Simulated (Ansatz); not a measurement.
# The cluster FeCl3: geometry, orbitals and charge

Aim: characterise the cluster FeCl3 as a doublet: its structure, frontier levels and distribution of charge and spin.

Computed with Ansatz 0.2.0, Gaussian basis. Level: UKS PBE0-D4/def2-TZVP.

Plan: relaxation at PBE-D4/def2-SVP; a search for the lowest solution at PBE0-D4/def2-SVP; a single point at PBE0-D4/def2-TZVP.

2 further runs of the same task are left out: 1 for a known fault of the program, 1 set aside as unsound or not needed. Runs told in other sessions of the task aren't counted.

**1. The starting structure**

4 atoms, charge 0, spin multiplicity 2.

Atoms are counted from 1 here; the program's logs count them from 0.

Bond lengths: Fe1–Cl2 1.982 Å, Fe1–Cl3 1.982 Å, Fe1–Cl4 1.983 Å. Angles: Cl2–Fe1–Cl3 120.1°, Cl2–Fe1–Cl4 120.0°, Cl3–Fe1–Cl4 119.9°.

Geometry (Å):

```
Fe   -0.00046   -0.00038   -0.00038
Cl   -1.29819    0.49090   -1.41573
Cl    0.68959   -1.85522    0.11433
Cl    0.60906    1.36470    1.30177
```

No spin-orbit coupling is included.

The start is a GFN1-xTB geometry.

**2. Optimising with PBE-D4/def2-SVP**

in.yaml

```yaml
crystal:
  periodic: [false, false, false]
  atoms:
    - {symbol: Fe, position_ang: [-0.000460, -0.000380, -0.000380]}
    - {symbol: Cl, position_ang: [-1.298190, 0.490900, -1.415730]}
    - {symbol: Cl, position_ang: [0.689590, -1.855220, 0.114330]}
    - {symbol: Cl, position_ang: [0.609060, 1.364700, 1.301770]}
basis:
  gaussian: {orbitals: def2-SVP}
magnetization: {spin_polarized: true, initial_magnetization: 1}
hamiltonian: {xc: pbe, dispersion: d4}
scf: {omitted_lower_state_checks: [starts]}
output: {orbitals: {seedname: orbitals}}
relax: {f_tol: 0.02, max_steps: 100}
```

Run with:

```
$ ansatz run in.yaml --threads 4 --pin off --events-out ev --progress --plain --max-ram 3916MiB
```

Further steps of the session: Searching for the lowest solution, PBE0-D4/def2-SVP; Single point, PBE0-D4/def2-TZVP.

**Question.** What will the summary of the whole plan be? Wanted: point group; near neighbours of the metal; HOMO, LUMO at PBE0-D4/def2-TZVP; ⟨S²⟩; charge on the metal; spin on the metal; dipole at PBE-D4/def2-SVP.

The runs gave:

```
                                         quantity                        value
                                      point group                           Cs
                     near neighbours of the metal  Cl 2.10, Cl 2.11, Cl 2.11 Å
HOMO, LUMO at PBE0-D4/def2-TZVP (over both spins)              -9.04, -5.29 eV
                                             ⟨S²⟩                        2.339
charge on the metal (Mulliken, PBE0-D4/def2-TZVP)                      +0.83 e
                     spin on the metal (Mulliken)                         1.19
                        dipole at PBE-D4/def2-SVP                       0.29 D
```

The molecule keeps its bonding pattern by the stored test; the atoms moved 0.12 Å (rms). Of 1 unpaired electron, 1.19 sit on the metal by Mulliken's count, more than all: the ligands carry opposite spin. No usable vibrations, so a minimum isn't proven. Doubts on the single point: spin contamination. Whether this spin is the lowest isn't tested here.
